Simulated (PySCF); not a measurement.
Constitutional and geometric isomers with formula C3H4. All species are isolated molecules in the gas phase. Strings in code marks are SMILES.

The HOMO–LUMO gap from two functionals at the same geometries (r2SCAN-D4/def2-TZVP), both in PySCF: PBE-D3(BJ)/def2-TZVP and r2SCAN-D4/def2-TZVP. 

```
species   PBE-D3(BJ)/def2-TZVP (eV)  r2SCAN-D4/def2-TZVP (eV)
--------  -------------------------  ------------------------
`C#CC`                         6.72                      7.29
`C1=CC1`                       5.12                      5.57
`C=C=C`                        5.84                      6.31
```

Over these rows, drawn at random from the members with no instability flagged (it was tested for open shells, ions and some series alone), PBE minus r2SCAN-D4: mean -0.50 eV, from -0.57 eV to -0.45 eV.
